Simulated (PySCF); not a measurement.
Species: C3H7OP.
Atom-mapped SMILES: `[CH3:1][P:2]1(=[O:3])[CH2:4][CH2:5]1` (hydrogens: H6, H7, H8 on C1; H9, H10 on C4; H11, H12 on C5)

The same species was optimised twice, with GFN2-xTB and with PBE0-D3(BJ)/def2-SVP (PySCF), and the same property calculations (PySCF, gas phase) were run on both structures.

| coordinate | GFN2-xTB | PBE0-D3(BJ)/def2-SVP | change |
| --- | --- | --- | --- |
| P2=O3 (Å) | 1.468 | 1.493 | +0.025 |
| C1–P2 (Å) | 1.824 | 1.807 | -0.017 |
| P2–C5 (Å) | 1.807 | 1.791 | -0.016 |
| C4–H10 (Å) | 1.079 | 1.095 | +0.016 |
| C5–H12 (Å) | 1.080 | 1.095 | +0.015 |
| P2–C4 (Å) | 1.806 | 1.791 | -0.015 |
| C1–H8 (Å) | 1.084 | 1.098 | +0.014 |
| C5–H11 (Å) | 1.081 | 1.095 | +0.014 |
| C4–H9 (Å) | 1.081 | 1.095 | +0.014 |
| C1–H6 (Å) | 1.088 | 1.100 | +0.012 |
| C1–H7 (Å) | 1.088 | 1.099 | +0.011 |
| C4–C5 (Å) | 1.565 | 1.559 | -0.006 |
| O3–P2–C4 (°) | 123.2 | 126.1 | +2.9 |
| O3–P2–C5 (°) | 123.2 | 125.9 | +2.7 |
| C1–P2–C4 (°) | 112.5 | 110.1 | -2.4 |
| C4–C5–H12 (°) | 115.9 | 118.1 | +2.2 |
| C1–P2–C5 (°) | 112.4 | 110.6 | -1.8 |
| C5–C4–H10 (°) | 115.9 | 117.8 | +1.9 |
| P2–C4–H10 (°) | 122.0 | 120.4 | -1.6 |
| P2–C5–H11 (°) | 117.3 | 116.0 | -1.3 |

Rotational constants: A = 5562, B = 4133, C = 3009 MHz (GFN2-xTB) against A = 5537, B = 4178, C = 3029 MHz (PBE0-D3(BJ)/def2-SVP).

On the GFN2-xTB structure: lowest singlet, TDDFT (eV) 5.98 [B3LYP/def2-SVPD]; lowest triplet, Tamm–Dancoff (eV) 5.73 [B3LYP/def2-SVPD]; isotropic polarisability (au) 61.5 [B3LYP/def2-SVPD]; HOMO (eV) -6.90 [B3LYP/def2-SVPD]; LUMO (eV) 0.05 [B3LYP/def2-SVPD]; dipole (D) 4.30 [B3LYP/def2-SVPD]; HOMO (eV) -7.04 [PBE0/pcSseg-1]; LUMO (eV) 0.93 [PBE0/pcSseg-1]; dipole (D) 4.06 [PBE0/pcSseg-1]; GIAO shielding of C1 (ppm) 169.8 [PBE0/pcSseg-1]; GIAO shielding of P2 (ppm) 400.3 [PBE0/pcSseg-1]; GIAO shielding of O3 (ppm) 284.1 [PBE0/pcSseg-1]; GIAO shielding of C4/C5 (mean) (ppm) 175.7 [PBE0/pcSseg-1]; C1s of C1 (eV) 291.21 [delta-SCF UKS SCAN, pcX-2 on the ionised atom, pcseg-1 elsewhere, spin-free X2C]; P1s of P2 (eV) 2151.82 [delta-SCF UKS SCAN, pcX-2 on the ionised atom, pcseg-1 elsewhere, spin-free X2C]; P2p of P2 (eV) 138.19 [delta-SCF UKS SCAN, pcX-2 on the ionised atom, pcseg-1 elsewhere, spin-free X2C]; O1s of O3 (eV) 536.26 [delta-SCF UKS SCAN, pcX-2 on the ionised atom, pcseg-1 elsewhere, spin-free X2C]; C1s of C4 (eV) 290.62 [delta-SCF UKS SCAN, pcX-2 on the ionised atom, pcseg-1 elsewhere, spin-free X2C].

What do these properties become on the PBE0-D3(BJ)/def2-SVP structure?

```csv
property,level,on GFN2-xTB,on PBE0-D3(BJ)/def2-SVP,change
"lowest singlet, TDDFT (eV)",B3LYP/def2-SVPD,5.98,5.92,-0.06
"lowest triplet, Tamm–Dancoff (eV)",B3LYP/def2-SVPD,5.73,5.63,-0.10
isotropic polarisability (au),B3LYP/def2-SVPD,61.5,61.9,+0.4
HOMO (eV),B3LYP/def2-SVPD,-6.90,-6.93,-0.03
LUMO (eV),B3LYP/def2-SVPD,0.05,-0.01,-0.06
dipole (D),B3LYP/def2-SVPD,4.30,4.40,+0.10
"energy, GFN2-xTB geometry as zero (kcal/mol)",B3LYP/def2-SVPD,0.0,-1.5,-1.5
HOMO (eV),PBE0/pcSseg-1,-7.04,-7.07,-0.03
LUMO (eV),PBE0/pcSseg-1,0.93,0.80,-0.13
dipole (D),PBE0/pcSseg-1,4.06,4.15,+0.09
"energy, GFN2-xTB geometry as zero (kcal/mol)",PBE0/pcSseg-1,0.0,-1.2,-1.2
GIAO shielding of C1 (ppm),PBE0/pcSseg-1,169.8,168.5,-1.3
GIAO shielding of P2 (ppm),PBE0/pcSseg-1,400.3,397.9,-2.4
GIAO shielding of O3 (ppm),PBE0/pcSseg-1,284.1,286.6,+2.5
GIAO shielding of C4/C5 (mean) (ppm),PBE0/pcSseg-1,175.7,174.2,-1.5
C1s of C1 (eV),"delta-SCF UKS SCAN, pcX-2 on the ionised atom, pcseg-1 elsewhere, spin-free X2C",291.21,291.23,+0.02
P1s of P2 (eV),"delta-SCF UKS SCAN, pcX-2 on the ionised atom, pcseg-1 elsewhere, spin-free X2C",2151.82,2151.82,0.00
P2p of P2 (eV),"delta-SCF UKS SCAN, pcX-2 on the ionised atom, pcseg-1 elsewhere, spin-free X2C",138.19,138.19,0.00
O1s of O3 (eV),"delta-SCF UKS SCAN, pcX-2 on the ionised atom, pcseg-1 elsewhere, spin-free X2C",536.26,536.22,-0.04
C1s of C4 (eV),"delta-SCF UKS SCAN, pcX-2 on the ionised atom, pcseg-1 elsewhere, spin-free X2C",290.62,290.77,+0.15
```

The heavy atoms differ by 0.034 Å rms after alignment. Among all bonds P2=O3 changes most (+0.025 Å). Changes are differences of the printed values. Neither structure is proved a minimum here.
